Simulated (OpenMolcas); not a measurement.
## BNH3Cl (SMILES NBCl): the dipole moment, rung by rung

BNH3Cl has 6 atoms, charge 0, and is taken as a singlet. As SMILES, `NBCl`. The shape is that of a PBE0-D4/def2-TZVP optimisation.

Each level gives the dipole moment (D). The values are calculated.

| level | kind | program | value (D) | CPU time |
| --- | --- | --- | --- | --- |
| HF/aug-cc-pVDZ | Hartree–Fock | OpenMolcas | 2.71 | 11 s |
| SVWN5/aug-cc-pVDZ | LDA | OpenMolcas | 2.71 | 26 s |
| BLYP/aug-cc-pVDZ | GGA | OpenMolcas | 2.65 | 35 s |
| revPBE/aug-cc-pVDZ | GGA | OpenMolcas | 2.68 | 38 s |
| M06-L/aug-cc-pVDZ | meta-GGA | OpenMolcas | 2.74 | 54 s |
| TPSS/aug-cc-pVDZ | meta-GGA | OpenMolcas | 2.71 | 54 s |
| r2SCAN/aug-cc-pVDZ | meta-GGA | OpenMolcas | 2.71 | 50 s |
| B3LYP/aug-cc-pVDZ | global hybrid | OpenMolcas | 2.68 | 39 s |

The values span 2.65 to 2.74 D. CPU times are rough (shared hosts, several kinds of processor): they show what a rung costs within a factor of a few.
